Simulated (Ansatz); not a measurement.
```xyz
10

C     1.2164    0.0000    0.0000
C     0.3759    1.1569    0.0000
C    -0.9841    0.7150    0.0000
C    -0.9841   -0.7150    0.0000
C     0.3759   -1.1569    0.0000
O     2.4664    0.0000    0.0000
H     0.7112    2.1888    0.0000
H    -1.8619    1.3527    0.0000
H    -1.8619   -1.3527    0.0000
H     0.7112   -2.1888    0.0000
```

Basis set: def2-SVP. Charge 0. Computed with Ansatz (development build ahead of 0.2.0); the lowest solution found for each multiplicity.

Problem. How do the multiplicities compare at this shape? Give, from the lowest of each method, PBE0 (unrestricted) for 1, 3; PBE0 (restricted) for 1, 3; HF (unrestricted) for 1, 3; HF (restricted) for 1, 3.

Solution.

| method | multiplicity | E (eV) | <S²> |
| --- | --- | --- | --- |
| PBE0, unrestricted | 1 | 0.000 | 0.34 |
| PBE0, unrestricted | 3 | 0.689 | 2.02 |
| PBE0, restricted | 1 | 0.000 | 0.00 |
| PBE0, restricted | 3 | 0.771 | 2.00 |
| HF, unrestricted | 1 | 0.000 | 1.04 |
| HF, unrestricted | 3 | 0.556 | 2.23 |
| HF, restricted | 1 | 0.000 | 0.00 |
| HF, restricted | 3 | 0.331 | 2.00 |

Caution for PBE0, unrestricted, HF, unrestricted: the unrestricted determinant is spin contaminated. Caution for HF, unrestricted: the unrestricted determinant is a mixture of spin states. Caution for HF, restricted: an unrestricted determinant lies well below.
